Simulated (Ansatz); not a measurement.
# AlC₂+ (triplet): wave-function methods side by side, def2-TZVPP

One table from this session's results is given with a row withheld; the runs are named, their logs left out.

Computed with Ansatz 0.2.0, Gaussian basis. Level: def2-TZVPP, core rule «outside noble gas», up to 7 orbitals frozen.

The runs, in order: UHF; ROHF; CCSD(T) on UHF.

2 further runs of the same task are left out: 2 set aside as unsound or not needed.

## The system

The geometry is a PBE0/def2-TZVP stationary point (not a proven minimum) of the parent state, kept for this charge and spin.

3 atoms, charge 1, spin multiplicity 3.

Atoms are counted from 1 here; the program's logs count them from 0.

Bond lengths: Al1–C2 1.883 Å, C2–C3 1.244 Å. Angles: Al1–C2–C3 180.0°.

Set-up of the first run:

in.yaml reads:

```yaml
crystal:
  periodic: [false, false, false]
  atoms:
    - {symbol: Al, position_ang: [0.000000, 0.000000, 1.669700]}
    - {symbol: C, position_ang: [0.000000, 0.000000, -0.212900]}
    - {symbol: C, position_ang: [0.000000, 0.000000, -1.456800]}
basis:
  gaussian: {orbitals: def2-TZVPP}
total_charge: 1
magnetization: {spin_polarized: true, initial_magnetization: 2}
hamiltonian: {xc: hf}
output: {orbitals: {seedname: orbitals}}
```

Run with:

```bash
ansatz run in.yaml --threads 1 --pin off --events-out ev --progress --plain --max-ram 4096MiB --backend cpu
```

Among the steps run: UHF; ROHF; CCSD(T) on UHF.

One of the session's tables, all rows but one given; the rest of the session is left out.

| method | from UCCSD(T) (meV) |
| --- | --- |
| ROHF | +8720.5 |
| UHF | ? |
| UMP2 | +1571.2 |
| UCCSD | +493.4 |
| UCCSD(T) | 0 |

Estimate the missing values for UHF.

The run gave: from UCCSD(T) (meV): +8185.4. In the column «from UCCSD(T) (meV)» it lies between UMP2 (+1571.2) and ROHF (+8720.5).

Limits of these values: The determinant is far from a pure spin state, so its energy mixes those of several spin states (harmless only where they are near-degenerate, as at dissociation).
